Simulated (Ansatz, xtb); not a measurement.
## Relative energy of two structures of CHBN+

Structure a is `[BH+]C#N`, a singlet and structure b is a singlet given by its coordinates. Both are isolated ions in the gas phase, relaxed with PBE0-D3(BJ)/def2-SVP.

a (Å):

```yaml
atoms:
  - { symbol: C, position_ang: [0.0000, 0.0000, -0.7338] }
  - { symbol: B, position_ang: [0.0000, 0.0000, 0.7230] }
  - { symbol: N, position_ang: [0.0000, 0.0000, -1.9031] }
  - { symbol: H, position_ang: [0.0000, 0.0000, 1.9139] }
```

b (Å):

```xyz
4

C     0.0000    0.0000   -1.8704
B     0.0000    0.0000    0.6679
N     0.0000    0.0000   -0.6532
H     0.0000    0.0000    1.8557
```

Close contacts (Å): C1–N3 1.22, B2–N3 1.32, B2–H4 1.19.

**Question.** Which of the two would you expect CCSD(T)/def2-TZVPP electronic energies to favour?

**Answer.** Structure b; the calculation gives E(b) − E(a) = −12.4 kcal/mol.

Level by level:

| level | geometry | E(b) − E(a) (kcal/mol) | departure from the last row (kcal/mol) | job, with rough time for the two |
| --- | --- | --- | --- | --- |
| GFN2-xTB | GFN2-xTB | −8.3 | +4.1 | optimisation, 0.41 s |
| HF/STO-3G | GFN2-xTB | −25.7 | −13.3 | single point, 0.59 s |
| r2SCAN-D4/def2-SVP | GFN2-xTB | −13.7 | −1.3 | single point, 3.2 s |
| PBE0-D3(BJ)/def2-SVP | PBE0-D3(BJ)/def2-SVP | −15.7 | −3.4 | optimisation, 14 s |
| HF/def2-TZVPP | PBE0-D3(BJ)/def2-SVP | −28.4 | −16.1 | part of the CCSD(T) run |
| MP2/def2-TZVPP | PBE0-D3(BJ)/def2-SVP | −6.0 | +6.4 | part of the CCSD(T) run |
| CCSD(T)/def2-TZVPP | PBE0-D3(BJ)/def2-SVP | −12.4 |  | single point, 13 s |

The levels shown agree on the order. The largest departure from CCSD(T)/def2-TZVPP is that of HF/def2-TZVPP, 16.1 kcal/mol.

With harmonic frequencies from PBE0-D3(BJ)/def2-SVP (ideal gas, rigid rotor, one conformer each, 298.15 K, 1 atm): on the last row, ΔE + ΔZPE = −12.4, ΔH = −12.4, ΔG = −12.3 kcal/mol.

The correlated steps freeze 3 core orbitals. Codes used: Ansatz 0.2.0, xtb 6.7.1; the last row on 1 thread of AMD EPYC (Zen 3) on a shared host.
